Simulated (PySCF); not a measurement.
FSiN + H₂O → SiN(OH) + HF

Level: PBE0 in the def2-TZVP basis family, all electrons, no relativity, computed in PySCF with density fitting; open shells unrestricted.

```tsv
species	state and structure	E (Eh)	ZPE (kJ/mol)	H(298 K) − H(0) (kJ/mol)	S° (J/(mol K))
FSiN	singlet, C∞v, Si–F 1.576 Å, Si–N 1.557 Å; F–Si–N 180.0°	-443.79708	14.4	12.4	250.4
H₂O	singlet, C2v, O–H 0.960 Å (×2); H–O–H 105.1°	-76.37736	56.5	9.9	188.7
SiN(OH)	singlet, Cs, O–H 0.962 Å, Si–N 1.559 Å, Si–O 1.616 Å; H–O–Si 120.9°, N–Si–O 178.9°	-419.77664	42.2	13.8	267.0
HF	singlet, C∞v, H–F 0.920 Å	-100.39188	24.9	8.7	173.6
```

(1) What is the electronic reaction energy?

(2) Add zero-point, thermal and entropy terms for 298.15 K and 1 bar.

Results:

(1) At PBE0/def2-TZVP, ΔE = 15.5 kJ/mol from the differences of the total energies times 2625.5, uphill. 

(2) ΔZPE = -3.8 and Δ[H(298) − H(0)] = 0.2 kJ/mol give ΔH° = 11.9 kJ/mol. ΔS° = 1.5 J/(mol K), so ΔG° = 11.9 − 298.15 × (0.0015) = 11 kJ/mol and log₁₀K = -2.0.

The structures come from searches over a few start shapes, so lower isomers are not excluded.
